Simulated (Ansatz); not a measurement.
Reaction (SMILES): C1CN1 + 2 C (CH4) + N (NH3) → CC (C2H6) [ethane] + 2 CN (CH5N)

Wanted: bond separation energy (electronic), in kcal/mol. Terms: non-relativistic; no dispersion term unless named; valence correlation only; no spin-orbit coupling. CBS marks a two-point X^-3 extrapolation of the correlation energy; Hartree-Fock from the larger set. [CCSD(T)-MP2]/basis is that difference in the basis named. First-principles rows: single points at B3LYP-D3(BJ) geometries (Ansatz, a quantum-chemistry and plane-wave program).

| species | coefficient | E at HF/STO-3G (Ansatz), Eh | E at wB97M-V/def2-TZVPD (Ansatz), Eh |
|---|---|---|---|
| C1CN1 | -1 | -131.39810 | -133.90773 |
| C (CH4) | -2 | -39.72674 | -40.49098 |
| CC (C2H6) | +1 | -78.30584 | -79.79204 |
| CN (CH5N) | +2 | -94.03120 | -95.83871 |
| N (NH3) | -1 | -55.45399 | -56.55014 |

Coupled cluster (Ansatz) is a level with limits of its own, used here on species with T1 under 0.025 (0.045 for open shells) and stable references: RI-MP2/CBS(cc-pVTZ,cc-pVQZ)+[CCSD(T)-MP2]/cc-pVTZ. Value to compare with, RI-MP2/CBS(cc-pVTZ,cc-pVQZ)+[CCSD(T)-MP2]/cc-pVTZ (Ansatz): -18.5 kcal/mol. 1 Eh = 627.5095 kcal/mol.

Q: Work the quantity out at each level, and compare with RI-MP2/CBS(cc-pVTZ,cc-pVQZ)+[CCSD(T)-MP2]/cc-pVTZ (Ansatz).

A: 
- HF/STO-3G: the sum of coefficient times E is -0.06267 Eh, or -39.33 kcal/mol. Result: -39.3 kcal/mol. Its difference against RI-MP2/CBS(cc-pVTZ,cc-pVQZ)+[CCSD(T)-MP2]/cc-pVTZ (Ansatz) is -20.8 kcal/mol.
- wB97M-V/def2-TZVPD: the sum of coefficient times E is -0.02963 Eh, or -18.59 kcal/mol. Result: -18.6 kcal/mol. Its difference against RI-MP2/CBS(cc-pVTZ,cc-pVQZ)+[CCSD(T)-MP2]/cc-pVTZ (Ansatz) is -0.1 kcal/mol.
